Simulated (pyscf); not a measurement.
Structures and frequencies: ωB97X-D3(BJ)/def2-SVP in PySCF.

**Question.** What is the homolytic dissociation enthalpy (298 K, ωB97M-D3(BJ)/def2-TZVP) of the Cl–Sn bond of Cl–SnH₂–SnH₃, to Cl• + •H₂Sn–SnH₃?

**Answer.** Cl–Sn to Cl• + •H₂Sn–SnH₃: 89.8 kcal/mol. The 7 functionals that were run give +88.0 (B3LYP-D3(BJ)) to +95.0 kcal/mol (ωB97X-D3(BJ)). Other isomers of •H₂Sn–SnH₃ were not searched in full and may lie lower. Left out: the spin-orbit lowering of Cl. Elements past Kr carry the def2 core potentials, without spin-orbit coupling.
